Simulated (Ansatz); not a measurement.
# AlBH₂ (triplet): the correlation ladder at scale of all distances = 1.320, 6-31G

Aim: climb from Hartree-Fock through coupled cluster and multireference methods for AlBH₂ (triplet) at one geometry and basis, and see what each rung misses.

Computed with Ansatz 0.2.0, Gaussian basis. Level: 6-31G, core rule «outside noble gas», up to 6 orbitals frozen.

To be run: UHF; CCSD(T) on ROHF; CCSD(T) on UHF; BCCD(T) on ROHF; CISD; CCSDT(Q) on ROHF; CCSDT(Q) on UHF; CISDTQ; CASSCF and MRCISD+Q, 4 electrons in 4 orbitals; CASSCF and NEVPT2, 4 electrons in 4 orbitals; CASSCF and MRCISD+Q, 8 electrons in 10 orbitals; CASSCF and NEVPT2, 8 electrons in 10 orbitals; Full CI.

17 further runs of the same task are left out: 16 that didn't finish, 1 set aside as unsound or not needed.

**1. The system**

The geometry derives from a PBE0/def2-TZVP stationary point (not a proven minimum). All distances are scaled together.

4 atoms, charge 0, spin multiplicity 3.

Atoms are counted from 1 here; the program's logs count them from 0.

No contacts short enough for the rule that draws bonds.

**2. UHF**

File in.yaml:

```yaml
crystal:
  periodic: [false, false, false]
  atoms:
    - {symbol: B, position_ang: [0.000000, 0.000000, 1.387754]}
    - {symbol: Al, position_ang: [0.000000, 0.000000, -1.131879]}
    - {symbol: H, position_ang: [0.000000, 0.000000, 2.949430]}
    - {symbol: H, position_ang: [0.000000, 0.000000, -3.205306]}
basis:
  gaussian: {orbitals: 6-31G}
magnetization: {spin_polarized: true, initial_magnetization: 2}
hamiltonian: {xc: hf}
output: {orbitals: {seedname: orbitals}}
```

Launch:

```sh
ansatz run in.yaml --threads 1 --pin off --events-out ev --progress --plain --max-ram 2393MiB
```

After this run come: CCSD(T) on ROHF; CCSD(T) on UHF; BCCD(T) on ROHF; CISD; CCSDT(Q) on ROHF; CCSDT(Q) on UHF; CISDTQ; CASSCF and MRCISD+Q, 4 electrons in 4 orbitals; CASSCF and NEVPT2, 4 electrons in 4 orbitals; CASSCF and MRCISD+Q, 8 electrons in 10 orbitals; CASSCF and NEVPT2, 8 electrons in 10 orbitals; Full CI.

**Question.** What will the summary of the whole plan be? Wanted: FCI below the RHF energy; RMP2 from FCI; UMP2 from FCI; RCCSD from FCI; RCCSD(T) from FCI; UCCSD(T) from FCI; RCCSDT(Q) from FCI; UCCSDT(Q) from FCI; NEVPT2 pair from FCI.

The runs gave:

```
                         quantity                                                           value
         FCI below the RHF energy                                                      -3.4991 eV
                    RMP2 from FCI                                                 +31.02 kcal/mol
                    UMP2 from FCI                                                 +41.23 kcal/mol
                   RCCSD from FCI                                                  +7.18 kcal/mol
                RCCSD(T) from FCI                                                  +2.48 kcal/mol
                UCCSD(T) from FCI                                                  +2.71 kcal/mol
               RCCSDT(Q) from FCI                                                  +0.33 kcal/mol
               UCCSDT(Q) from FCI                                                  +0.23 kcal/mol
             NEVPT2 pair from FCI                                                 +24.99 kcal/mol
           MRCISD+Q pair from FCI                                                  +2.57 kcal/mol
          NEVPT2 valence from FCI                                                  +3.97 kcal/mol
levels within 1 kcal/mol (43 meV)  UCCSDT, RCCSDT(Q), UCCSDT(Q), MRCISD valence, MRCISD+Q valence
                    T1 diagnostic                                                           0.044
   effectively unpaired electrons                                                            2.33
```

In words: RCCSD(T) lands +2.48 kcal/mol from the yardstick (3.1 % of the correlation energy). The occupations show some static correlation. Of the multireference levels listed MRCISD+Q valence comes nearest in total energy (+0.19 kcal/mol), which doesn't show that its space is the better one. Coupled cluster took another determinant than the lowest Hartree-Fock one. These misses are within one basis, not against nature; the frozen cores of restricted and unrestricted runs differ, which can shift their rows.
